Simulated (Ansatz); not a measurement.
**BH$_{4}$⁺, triplet: the ladder up to full CI**

Geometry: a point of a stretch scan, not a stationary point.

```yaml
atoms:
  - { symbol: B, position_ang: [0.0061, -0.0061, -0.0132] }
  - { symbol: H, position_ang: [0.4786, 0.4802, 1.0441] }
  - { symbol: H, position_ang: [-0.4797, -0.4770, 1.0451] }
  - { symbol: H, position_ang: [-0.4658, 0.4653, -1.0775] }
  - { symbol: H, position_ang: [0.4017, -0.4030, -0.8703] }
```

Basis cc-pVDZ; Ansatz 0.2.0. Only valence electrons are correlated (noble-gas cores frozen), which leaves 6 electrons in 33 orbitals. Prefix R: restricted or restricted open-shell reference; prefix U: unrestricted. Active spaces: valence = (6e, 8o) chosen from the atoms' valence shells; pair = (4e, 4o) about the gap.

Full CI is exact within this basis and frozen core; it isn't the basis-set limit. The frozen core follows each run's orbitals, which can shift R against U totals by a few meV.

For open shells CISD is restricted-active-space CI with the open shells as a complete middle space.

* UHF ⟨S²⟩: 2.012
* T1 diagnostic (RCCSD): 0.0179
* largest doubles amplitude (RCCSD): 0.036
* T1 diagnostic (UCCSD): 0.0125

| level | E − E(RHF) (eV) |
| --- | --- |
| UHF | -0.1604 |
| RMP2 | -2.4761 |
| UMP2 | -2.4538 |
| RCCSD | -3.0857 |
| UCCSD | -3.0892 |
| RCCSD(T) | -3.1397 |
| UCCSD(T) | -3.1403 |

Task: Estimate how far full CI in cc-pVDZ lies from RCCSD(T). The table doesn't fix it; the size of (T) and the diagnostics are the guide.

Result: Full CI in cc-pVDZ lies 0.33 kcal/mol below RCCSD(T), which is 26 % of the (T) step (-1.24 kcal/mol). The diagnostics give no warning, yet the rest is a sizeable part of (T).

The other levels:

| level | E − E(full CI) (kcal/mol) | share of correlation (%) | wall time |
| --- | --- | --- | --- |
| CISD | 3.04 | 95.82 | 0.51 s |
| BCCD(T) | 0.33 | 99.55 | 0.6 s |
| RCCSDT | 0.02 | 99.97 | – |
| UCCSDT | 0.01 | 99.99 | – |
| RCCSDT(Q) | 0.00 | 100.00 | 5.5 s |
| UCCSDT(Q) | -0.02 | 100.02 | 4.8 s |
| CASSCF (valence space) | 41.30 | 43.21 | – |
| NEVPT2 (valence space) | 9.90 | 86.39 | 2.1 s |
| MRCISD (valence space) | 1.28 | 98.24 | – |
| MRCISD+Q (valence space) | 0.09 | 99.87 | 2.9 s |

The correlation energy at full CI, counted from RHF, is -3.154 eV. That run took 79 s on 1 thread of Arm Neoverse V1, shared host over 14,883,000 determinants.

Run but not shown, since their state or frozen core can't be matched to the reference's or they repeat it: CASSCF (pair space), NEVPT2 (pair space), MRCISD (pair space), MRCISD+Q (pair space).

Times hold each run's SCF and search for its determinant on a shared host, so for small cases they say little of a method's own cost; they ran on 1 thread of Arm Neoverse V1.

The full-CI state has the irrep A'' of Cs, in the program's axes.

Natural occupations of full CI about the gap: 1.962 1.952 0.992 0.991 0.018 0.018 0.016 0.010 0.007 0.006; effectively unpaired electrons, Σ n²(2−n)², 2.02.
